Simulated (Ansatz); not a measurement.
H$_{2}$N–C⁺, quintet: the ladder up to UCCSDT(Q)

Geometry: that of the H2N–C, quartet, kept fixed. The triplet lies 4.0 eV lower here.

| atom | x (Å) | y (Å) | z (Å) |
| --- | --- | --- | --- |
| N | 0.0000 | 0.0000 | 0.5481 |
| C | 0.0000 | 0.0000 | -0.8171 |
| H | 0.0000 | 0.8633 | 1.0602 |
| H | 0.0000 | -0.8633 | 1.0602 |

Basis cc-pVDZ; Ansatz 0.2.0. Correlated methods freeze the noble-gas cores, which leaves 10 electrons in 36 orbitals. R marks a restricted (for open shells ROHF) determinant, U an unrestricted one. Active spaces: valence = (10e, 10o) chosen from the atoms' valence shells.

Full CI isn't at hand for all of this; UCCSDT(Q) serves as the reference, and is uncertain by about the last step of the cluster series. The frozen core follows each run's orbitals, which can shift R against U totals by a few meV.

For open shells CISD is restricted-active-space CI with the open shells as a complete middle space.

```
UHF ⟨S²⟩                          : 6.008
T1 diagnostic (RCCSD)             : 0.0135
largest doubles amplitude (RCCSD) : 0.033
T1 diagnostic (UCCSD)             : 0.0096
```

| level | E − E(RHF) (eV) |
| --- | --- |
| UHF | -0.1372 |
| RMP2 | -4.7753 |
| UMP2 | -4.7702 |
| RCCSD | -5.4875 |
| UCCSD | -5.4902 |
| RCCSD(T) | -5.5842 |
| UCCSD(T) | -5.5861 |

Problem. Estimate how far UCCSDT(Q) in cc-pVDZ lies from RCCSD(T). The table doesn't fix it; the size of (T) and the diagnostics are the guide.

Solution. UCCSDT(Q) in cc-pVDZ lies 2.1 kJ/mol below RCCSD(T), which is 22 % of the (T) step (-9.3 kJ/mol). The diagnostics are small and one determinant leads, so the series closes fast and only a small part of (T) is left.

The other levels:

```csv
level,E − E(UCCSDT(Q)) (kJ/mol),share of correlation (%),wall time
CISD,31.8,94.12,4.4 s
BCCD(T),2.1,99.62,0.63 s
RCCSDT,0.7,99.87,–
UCCSDT,0.5,99.90,–
RCCSDT(Q),0.2,99.97,9.5 s
CASSCF (valence space),350.6,35.17,–
NEVPT2 (valence space),73.2,86.46,2 s
MRCISD (valence space),15.5,97.14,–
MRCISD+Q (valence space),1.7,99.69,4.5 s
```

The correlation energy at UCCSDT(Q), counted from RHF, is -5.606 eV. That run took 8 s on 1 thread of Arm Neoverse V2, shared host.

Times hold each run's SCF and search for its determinant on a shared host, so for small cases they say little of a method's own cost; they ran on 1 thread of Arm Neoverse V2.

Natural occupations of CASSCF (valence space) about the gap: 1.984 1.979 1.979 1.002 1.000 1.000 0.998 0.020 0.020 0.018; effectively unpaired electrons, Σ n²(2−n)², 4.01.
